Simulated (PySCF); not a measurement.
Working out the ionisation energy of O

O [He] 2s2 2p4 (3P) → O⁺ [He] 2s2 2p3 (4S). Computed with PySCF 2.14 in x2c-TZVPall (5s3p2d1f, 31 functions), with the spin-free X2C one-electron Hamiltonian (Gaussian nucleus). Frozen: 1s2. Energies in hartree (1 hartree = 27.21139 eV):

```json
{"part": "UHF", "O (lower)": "-74.867874", "O⁺ (upper)": "-74.426619"}
{"part": "CCSD correlation", "O (lower)": "-0.158368", "O⁺ (upper)": "-0.111403"}
{"part": "(T)", "O (lower)": "-0.002848", "O⁺ (upper)": "-0.001550"}
```

Task: What does Hartree-Fock give?

Result: (-74.426619) − (-74.867874) = 0.441255 hartree = 12.007 eV.

Task: What do CCSD and CCSD(T) give?

Result: The CCSD correlation energies differ by 0.046965 hartree = 1.278 eV and the triples by 0.001298 hartree = 0.035 eV, so CCSD gives 13.285 eV and CCSD(T) 13.320 eV.

Measured between the centres of the two terms (NIST): 13.608 eV, so CCSD(T) (valence) is off by -0.288 eV.

What remains against the reference includes basis incompleteness, the frozen core and higher excitations.
